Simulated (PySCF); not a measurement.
Species: 3-chlorothiophene, C₄H₃ClS.
Bonds: Cl1–C2, C2–C3 (aromatic), C3–C4 (aromatic), C4–S5 (aromatic), S5–C6 (aromatic), C2–C6 (aromatic). Hydrogens: H7 on C3; H8 on C4; H9 on C6.

Method used: PBE0-D3(BJ)/def2-SVP geometry optimisation, gas phase in PySCF.

Problem. Give the optimised bond lengths and angles.

Solution. 
| bond | length (pm) |
| --- | --- |
| Cl1–C2 | 172.2 |
| C2–C3 | 142.5 |
| C3–C4 | 136.8 |
| C4–S5 | 171.7 |
| S5–C6 | 171.6 |
| C2–C6 | 137.1 |
| C3–H7 | 109.0 |
| C4–H8 | 108.9 |
| C6–H9 | 108.8 |

A selection of angles:
| angle | degrees |
| --- | --- |
| Cl1–C2–C3 | 122.8 |
| Cl1–C2–C6 | 123.6 |
| C3–C2–C6 | 113.6 |
| C2–C3–C4 | 111.5 |
| C2–C3–H7 | 123.7 |
| C4–C3–H7 | 124.8 |
| C3–C4–S5 | 112.0 |
| C3–C4–H8 | 127.9 |
| S5–C4–H8 | 120.1 |
| C4–S5–C6 | 92.2 |
| S5–C6–H9 | 121.5 |
| C2–C6–S5 | 110.7 |
| C2–C6–H9 | 127.7 |

The 5-membered ring C2–C3–C4–S5–C6 has internal angles of 92.2° to 113.6°; it is planar, 0.00 Å rms from its mean plane, widest ring torsion 0°. S5 (thiophene-type sulfur) is bent (angle 92.2°). The 6 heavy atoms lie in one plane (0.000 Å rms). The 3 C–C bonds span 1.368 Å (C3–C4, aromatic) to 1.425 Å (C2–C3, aromatic), a spread of 0.057 Å.

Point group: Cs (every atom within 0.08 Å of its image). Not checked by PBE0-D3(BJ)/def2-SVP frequencies.

Time: 28 s of wall time. Hardware: Arm Neoverse V1, one thread, on a shared host. That covers the optimisation of the geometry.
